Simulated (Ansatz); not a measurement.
This script drives Ansatz's Python interface.

`composite_al2h4.py`
```python
# -*- coding: utf-8 -*-
'''Relax Al2H4 cheaply, then refine its energy.'''

import itertools

import ansatz as az
from ase.data import atomic_numbers, covalent_radii
import numpy as np

geometry_ang = [
    ('Al', (-0.6159, -1.1018, -0.1009)),
    ('Al', (0.6454, 1.0417, 0.1049)),
    ('H', (-2.1131, -1.1907, 0.5996)),
    ('H', (-0.017, -2.2593, -0.9826)),
    ('H', (2.0671, 1.1727, -0.638)),
    ('H', (0.0756, 2.2735, 0.9707)),
]
mol = az.Crystal.molecule()
for symbol, xyz in geometry_ang:
    mol = mol.atom(symbol, xyz)

calc = (
    mol.calculation()
    .basis(gaussian='def2-SVP')
    .functional('pbe0', dispersion='d4')
    .accuracy('medium')
    .scf(lower_state_search='off')
)
symbols = [site.symbol for site in mol.cartesian_sites]
start = np.array([site.position_ang for site in mol.cartesian_sites], dtype=float)
summary = calc.relax(force_tolerance=0.01, max_steps=100).run().report
end = np.array(summary['positions_ang'])
# pairs closer than 1.2 times the sum of covalent radii, before or after
radius = [covalent_radii[atomic_numbers[s]] for s in symbols]
span = lambda where, i, j: np.linalg.norm(where[i] - where[j])
bonded = [(i, j) for i, j in itertools.combinations(range(len(symbols)), 2) if min(span(start, i, j), span(end, i, j)) < 1.2 * (radius[i] + radius[j])]
print('pair        before    after (A)')
for i, j in bonded:
    print(f'{symbols[i]}{i}-{symbols[j]}{j}'.ljust(10), f'{span(start, i, j):8.4f} {span(end, i, j):8.4f}')

minimum = az.Crystal.molecule()
for symbol, place in zip(symbols, end):
    minimum = minimum.atom(symbol, place.tolist())
at_minimum = minimum.calculation()
# MP2 extrapolated to the basis limit, plus the small-basis difference CCSD(T) - MP2
level = lambda method, basis: at_minimum.basis(gaussian=basis).correlation(method).run().report
small, large, cluster = level('mp2', 'cc-pVDZ'), level('mp2', 'cc-pVTZ'), level('ccsd_t', 'cc-pVDZ')
corr = lambda each: (each['free_energy_ev'] - each['reference_energy_ev']) / 27.211386246
mp2_limit = (27 * corr(large) - 8 * corr(small)) / 19
pieces = {'HF / cc-pVTZ': large['reference_energy_ev'] / 27.211386246, 'MP2 correlation, DZ-TZ limit': mp2_limit, 'CCSD(T) - MP2 / cc-pVDZ': corr(cluster) - corr(small)}
for name, value in pieces.items():
    print(f'{name:32s} {value:14.6f} Ha')
print(f'{"sum":32s} {sum(pieces.values()):14.6f} Ha')
print('T1 diagnostic', round(cluster['correlation']['coupled_cluster']['t1_diagnostic'], 4))
```

It is started by `python composite_al2h4.py`. Estimate its wall time and peak memory on 1 thread of Arm Neoverse V2 (shared host).

It took about 15 s, with a peak of 0.23 GiB, for 4 runs of the engine.

`python composite_al2h4.py` gives:
```text
pair        before    after (A)
Al0-Al1      2.4956   2.5857
Al0-H2       1.6554   1.5999
Al0-H3       1.5735   1.5999
Al1-H4       1.6094   1.5999
Al1-H5       1.6098   1.5999
HF / cc-pVTZ                        -486.142433 Ha
MP2 correlation, DZ-TZ limit          -0.175458 Ha
CCSD(T) - MP2 / cc-pVDZ               -0.044272 Ha
sum                                 -486.362163 Ha
T1 diagnostic 0.0124
```

What to keep in mind:
- These settings explore the input space; basis and method may be short of convergence.
- The sum leaves out core correlation, relativity, the Hartree-Fock basis error and zero-point energy; a DZ-TZ extrapolation is rough.
- Inner cores stay frozen, so this is valence correlation.
- For Al to Cl the sets with a tight d function, cc-pV(X+d)Z, are usual.
- An extrapolation from small basis sets is rough.
